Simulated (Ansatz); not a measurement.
A nudged elastic band was laid between two geometries of AlClFH$_{2}$ (5 atoms, charge 0, multiplicity 2).

Method: Ansatz, UKS LDA/def2-SVP.

```json
{"movable images": "5", "climbing image": "yes", "spring": "5.0 eV/Å²", "optimiser": "quadratic models (default)", "start path": "through a guess of the saddle point", "force threshold": "0.05 eV/Å", "iteration limit": "60", "end points": "relaxed"}
```

Initial state:

```xyz
5
Properties=species:S:1:pos:R:3
Al -0.059 0.108 0.991
F -0.791 1.561 1.304
H 0.987 0.124 -0.332
H -0.603 -0.654 -0.414
Cl 0.467 -1.139 2.570
```

Final state:

```xyz
5
Properties=species:S:1:pos:R:3
Al -0.028 0.149 -0.039
F 0.026 -0.136 1.613
H 1.239 0.895 -0.641
H -1.339 -0.366 -0.774
Cl 0.102 -0.542 3.961
```

(1) What changes between the two ends?

(2) What energy profile does the band end with?

Results:

(1) Bonds broken: Al1–Cl5. AlClFH2 becomes AlFH2 + Cl.

(2) It converged. The highest image is number 6 of 0 to 6, 2.22 eV above the first end and 0.00 eV above the last; the last end lies 2.22 eV above the first. The highest image is an end point: on this band no image between the ends rises above it. A vibrational analysis next to that end finds imaginary modes (69i, 57i cm⁻¹), so it isn't a minimum.

| image | path coordinate (Å) | energy (eV) | Al1–Cl5 (Å) |
| --- | --- | --- | --- |
| 0 | 0.00 | 0.00 | 2.08 |
| 1 | 0.69 | 0.44 | 2.13 |
| 2 | 1.38 | 1.47 | 2.54 |
| 3 | 2.07 | 2.00 | 3.26 |
| 4 | 2.76 | 2.18 | 3.81 |
| 5 | 3.45 | 2.22 | 4.06 |
| 6 | 3.47 | 2.22 | 4.06 |

The run took 2.1 min on 1 thread of Arm Neoverse V1 (shared host), peak memory 0.12 GiB.
